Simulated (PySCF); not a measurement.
C4H5Cl.
InChI=1S/C4H5Cl/c5-4-2-1-3-4/h2H,1,3H2

The calculation used MP2 and CCSD/aug-cc-pVDZ in PySCF, restricted Hartree–Fock reference, frozen core, non-relativistic, gas phase, PBE0-D3(BJ)/def2-SVP geometry.

E(HF) = -613.84489 Eh.

**Question.** How large is the problem?

**Answer.** 164 basis functions and 46 electrons; 9 orbitals frozen, which leaves o = 14 correlated occupied and v = 141 virtual orbitals. That is o·v = 1974 singles and o·v(o·v + 1)/2 = 1949325 distinct closed-shell doubles amplitudes before symmetry; the costliest CCSD step grows as o²v⁴ = 7.7 × 10^10.

**Question.** What are the MP2 and CCSD correlation energies?

**Answer.** MP2 -0.7055 Eh and CCSD -0.7504 Eh, which gives totals of -614.55041 and -614.59528 Eh. That is 0.729 eV for each correlated electron at CCSD (1970 kJ/mol in all, 0.122 % of the total energy); MP2 gives 94.0 % of the CCSD value.

**Question.** What is the T1 diagnostic?

**Answer.** 0.0104, below the customary warning level of 0.02. It is the norm of the spatial-orbital singles amplitudes over the root of the number of correlated electrons, so the norm is 0.055.

**Question.** How does correlation change the dipole moment?

**Answer.** HF gives 1.84 D and CCSD (unrelaxed density) 1.66 D, a change of -0.18 D.

No triples correction and no basis-set extrapolation were made.
